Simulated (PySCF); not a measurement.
# P: ionisation energy

P [Ne] 3s2 3p3 (4S) → P⁺ [Ne] 3s2 3p2 (3P), as a difference of total energies. Calculation: PySCF 2.14, in cc-pV(T+d)Z (5s4p3d1f, 39 functions); the non-relativistic Hamiltonian (point nucleus). Correlated levels: valence: [Ne] frozen. The calculations carry no spin-orbit coupling.

**Question.** Order these methods by the ionisation energy they give, lowest first.
A. MP2 (valence)
B. CCSD(T) (valence)
C. CCSD (valence)
D. UHF

**Answer.** D (9.912 eV), C (10.416 eV), B (10.458 eV), A (10.482 eV).

Errors of the correlated levels include the incompleteness of this basis and the frozen core.

For comparison: 10.526 eV (measured; NIST levels, between the centres of gravity of the two terms).
